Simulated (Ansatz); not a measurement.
Two shapes of doublet C₂H₅.

Shape 1:

```xyz
7

C     0.0355   -0.0153   -0.7069
C    -0.0163    0.0051    0.7894
H     0.9405   -0.0341    1.3640
H    -0.9763    0.0036    1.3795
H     0.0082    1.0112   -1.0730
H     0.8502   -0.4669   -1.1516
H    -0.9280   -0.4725   -1.0899
```

Shape 2:

```xyz
7

C     0.0000    0.0170   -0.7455
C     0.0000   -0.0455    0.8537
H     1.0085    0.0159    1.4642
H    -1.0085    0.0159    1.4642
H     0.0000    1.1449   -1.1513
H     0.9627   -0.5030   -1.2132
H    -0.9627   -0.5030   -1.2132
```

Basis set: cc-pVTZ (spherical functions). Correlated methods keep 2 orbitals frozen. Charge 0, multiplicity 2.

Computed with Ansatz (development build ahead of 0.2.0); each method stands on the lowest determinant of its kind that the runs found.

(1) Which shape is lower in energy, and by how much in each method?

Answers

(1)

```tsv
method	E(2) − E(1) (eV)
UHF	0.825
UHF-MP2	0.758
```

Shape 1 is lower.
